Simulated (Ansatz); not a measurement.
**Energy profile**

The step: SiNH₅ ([NH2][SiH3]) + HCl → SiH₃Cl ([SiH3][Cl]) + NH₃; bonds formed: Si1–Cl7, N2–H6; bonds broken: Si1–N2, H6–Cl7 (atoms numbered as in the saddle structure below).

```json
{"atom": "Si1", "x (Å)": "-0.2150", "y (Å)": "-0.0602", "z (Å)": "-0.9099"}
{"atom": "N2", "x (Å)": "0.0230", "y (Å)": "-0.4192", "z (Å)": "0.9025"}
{"atom": "H3", "x (Å)": "-1.2675", "y (Å)": "0.9449", "z (Å)": "-1.1118"}
{"atom": "H4", "x (Å)": "1.0780", "y (Å)": "0.0128", "z (Å)": "-1.6038"}
{"atom": "H5", "x (Å)": "-0.8194", "y (Å)": "-1.3800", "z (Å)": "-1.2907"}
{"atom": "H6", "x (Å)": "0.4608", "y (Å)": "0.5377", "z (Å)": "1.1665"}
{"atom": "Cl7", "x (Å)": "0.9282", "y (Å)": "2.1434", "z (Å)": "0.3658"}
{"atom": "H8", "x (Å)": "0.6587", "y (Å)": "-1.1911", "z (Å)": "1.0822"}
{"atom": "H9", "x (Å)": "-0.8469", "y (Å)": "-0.5883", "z (Å)": "1.3992"}
```

Electronic energies by CCSD(T) at an estimated basis limit (MP2 extrapolated from triple and quadruple zeta, plus CCSD(T) − MP2 in triple zeta), on PBE0-D4/def2-TZVP structures; SiNH₆Cl, singlet; no counterpoise correction. Program: Ansatz 0.2.0. Basis: def2-TZVPP and def2-QZVPP. Cores are frozen in the correlated methods. Extrapolation: Hartree–Fock as exp(−7.88 √X), correlation as X^−2.97.

(1) Give the profile in kJ/mol, counted from the separated reactants. (To be estimated.)

The T1 diagnostic stays at or below 0.010.

Results:

(1) Computed:
```json
{"point": "separated: SiNH₅ (linked as [NH2][SiH3]; Si1, N2, H3, H4, H5, H8, H9; singlet) + HCl (H6, Cl7; singlet)", "kJ/mol": "0.0"}
{"point": "start structure", "kJ/mol": "-25.6"}
{"point": "saddle", "kJ/mol": "4.7"}
{"point": "end structure", "kJ/mol": "-64.0"}
{"point": "separated: SiH₃Cl (linked as [SiH3][Cl]; Si1, H3, H4, H5, Cl7; singlet) + NH₃ (N2, H6, H8, H9; singlet)", "kJ/mol": "-51.6"}
```

Hydrogen chloride, the by-product of chloride precursors, can attack films and sites by steps of this kind.

For scale, one of the runs: CCSD(T)/def2-TZVPP, 199 basis functions, launched by `ansatz run in.yaml --threads 2 --pin off --events-out ev --progress --plain --max-ram 4352MiB`. The run took 61 s on 2 CPU threads of an Arm Neoverse V1 (shared host), with 2.2 GiB of host memory at its peak.
